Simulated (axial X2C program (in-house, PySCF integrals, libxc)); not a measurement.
Spectroscopic constants of B₂⁺

All values were computed with an in-house relativistic program for diatomic molecules. Spin-free means the one-electron spin-free X2C Hamiltonian. Basis: B dyall-v3z [7s6p2d1f] (cores contracted in-house); Gaussian nuclei, density fitting, unrestricted open shells. Masses: B 11.009 u.

Input:
```json
{"zs": [5, 5], "q": 1, "bas": ["dyall-v3z", "dyall-v3z"], "levels": ["PBE0", "HF", "M06"], "cc": true, "r0": 1.7, "thr": -2.0, "nmax": 90, "npts": 10, "nst": 2, "ntry": 6}
```
```bash
python so2c.py task.json out
```

Keys: zs atomic numbers; q charge; bas basis sets; levels methods; cc coupled cluster on or off; r0 starting distance in Å; thr threshold in hartree for freezing inner shells (an s shell follows its p shell); nmax most natural virtual spinors; npts points on the curve; nst determinants followed; ntry starts of the search. HF also brings MP2.

State, spin-free: M_S = 3/2, Λ = 1 (beyond evenly filled blocks: 2 × σα, π+α); electrons by block: σα: 5, σβ: 3, π+α: 1. Fragments: B+ + B.

| Hamiltonian | level | Re (Å) | ωe (cm⁻¹) | ωexe (cm⁻¹) | Be (cm⁻¹) | αe (cm⁻¹) |
| --- | --- | --- | --- | --- | --- | --- |
| spin-free | PBE0 | 1.628 | 1094.3 | 6.07 | 1.156 | 0.0103 |
| spin-free | HF | 1.607 | 1184.9 | 5.22 | 1.186 | 0.00893 |
| spin-free | MP2 | 1.621 | 1121.9 | 6.33 | 1.165 | 0.0102 |
| spin-free | CCSD | 1.628 | 1091.3 | 6.75 | 1.155 | 0.0108 |
| spin-free | CCSD(T) | 1.633 | 1074.6 | 7.16 | 1.149 | 0.0112 |
| spin-free | M06 | 1.630 | 1067.7 | 4.93 | 1.153 | 0.00949 |

Correlated methods: 5 electrons correlated (number of frozen shells: B 1 s), 155 virtual spin orbitals or spinors in MP2, 62 natural virtuals in coupled cluster.

Occupations by symmetry block were frozen at the best pattern of an incomplete PBE0 search. De is not given where an atomic determinant may have missed its ground term or J level, or where the truncated virtual space spoils (T). Coupled cluster ran in a truncated set of natural virtual spinors; the MP2 energy of the rest was added. (T) has no such correction and the atoms are truncated less, which lowers De at CCSD(T) by a hundredth of an eV or more. PBE0 can misorder states that lie within some tenths of an eV, so this need not be the ground state of the molecule. The nearest other spin-free determinant of the search, M_S = 3/2, Λ = 0, lies 0.33 eV up at the distance of the search. Without a current term, density functionals place determinants with orbital angular momentum somewhat too high. Where the spin of this state cannot come from the lowest atoms of a level, the curve heads to a higher limit and no De is given.

No reliable constants came from CCSD (2c), CCSD(T) (2c), HF (2c), M06 (2c), MP2 (2c), PBE0 (2c): no minimum in range, unconverged points, a curve that is not smooth, a change of character along it, or the two Hamiltonians disagreeing along it.

The whole task took 38 s on 1 thread of Intel(R) Xeon(R) CPU @ 2.60GHz (Ice Lake), on a shared host.
